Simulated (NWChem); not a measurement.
**Setting up SiF2 in NWChem**

SiF2 has 3 atoms, charge 0, and is taken as a singlet. The two molecules were placed rigidly side by side, at 1.1 times their contact distance; the pair isn't optimised.

```xyz
3

F    -2.3625   -3.6796    4.9995
Si   -1.2375   -3.3376    3.9122
F    -0.3037   -4.6328    4.0368
```

Settings wanted:

```
task                      : energy
method                    : DFT
functional                : M06-2X
dispersion                : none
basis set                 : 3-21G
reference                 : RKS
relativity                : none
integration grid          : fine
SCF convergence threshold : 1e-08
iteration cap             : 100
module                    : dft
d and f functions         : spherical
```

Task: Write the NWChem 7.3.0 input and the command.

Result: One that was run (others would do as well):

f2si.nw:
```
start f2si
memory 2200 mb

geometry noautosym nocenter noautoz
  F       -2.362530      -3.679590       4.999450
  Si      -1.237480      -3.337640       3.912170
  F       -0.303690      -4.632780       4.036770
end

basis spherical bse
  * library 3-21G
end

dft
  xc m06-2x
  grid fine
  convergence energy 1e-08
  maxiter 100
  mulliken
  print low
end

task dft energy
```

```bash
$ nwchem f2si.nw > f2si.out
```

Calculated total energy: -486.51685 Eh.
